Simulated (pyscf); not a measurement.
**Multi-bond step: HO–In [singlet] + AsH₃ → HO–AsH–In [singlet] + H₂**

Gas phase, singlet surface, charge 0. Bonds broken: In1–O5, As2–H3, As2–H6. Bonds formed: In1–As2, As2–O5, H3–H6. Optimised with ωB97X-D3(BJ)/def2-SVP in PySCF.

Transition state (Å):

```xyz
7

In     0.4341    -1.6970     1.0051
As     0.6454     0.4509    -0.8993
H     -0.6665     1.5298     0.0859
H     -0.4558     0.6941    -1.9579
O      0.7441     0.4193     1.4161
H     -1.1060     0.8792    -0.0564
H      1.5890     0.7912     1.6988
```

One imaginary mode, 606i cm⁻¹; descent along it reached the two sides named, in the forms told below.

| bond | change | reactant side (Å) | saddle | product side |
|---|---|---|---|---|
| In1–O5 | breaks | 2.059 | 2.178 | 2.552 |
| As2–H3 | breaks | 1.509 | 1.964 | 3.4 |
| As2–H6 | breaks | 1.508 | 1.990 | 3.9 |
| In1–As2 | forms | 3.3 | 2.9 | 2.7 |
| As2–O5 | forms | 2.8 | 2.318 | 1.897 |
| H3–H6 | forms | 2.236 | 0.798 | 0.763 |

Electronic energies relative to the separated reactants (eV):

```csv
level,barrier,reaction energy,reverse barrier
ωB97X-D3(BJ)/def2-TZVP,2.01,+0.36,1.65
PBE/def2-TZVP,1.95,+0.52,1.42
r²SCAN/def2-TZVP,2.09,+0.54,1.54
B3LYP-D3(BJ)/def2-TZVP,2.07,+0.53,1.54
PBE0-D3(BJ)/def2-TZVP,2.05,+0.53,1.52
M06-2X/def2-TZVP,2.05,+0.42,1.62
ωB97M-D3(BJ)/def2-TZVP,2.17,+0.62,1.55
HF/def2-TZVP,2.86,+0.84,2.01
```

With ωB97M-D3(BJ)/def2-TZVP energies and thermal terms (ideal gas, 1 atm, RRHO with modes under 100 cm⁻¹ raised to 100, one conformer, R ln 2 for chiral ones without a mode under 150 cm⁻¹), in eV:

```
T (K)   ΔH‡   ΔG‡     ΔH     ΔG
-----  ----  ----  -----  -----
298    2.18  2.60  +0.59  +0.65
600    2.22  3.02  +0.64  +0.68
900    2.25  3.42  +0.68  +0.70
1200   2.29  3.80  +0.70  +0.70
```

On the reactant side the descent ends in a complex, 0.34 eV under the separated species and 2.35 eV under the saddle at ωB97X-D3(BJ)/def2-TZVP. HO–AsH–In [singlet] is closed by a dative In–O contact. One saddle was located; it need not be the lowest between these sides. Elements up to Kr have no core potential and no relativistic terms here. Elements past Kr carry the def2 core potentials, without spin-orbit coupling.
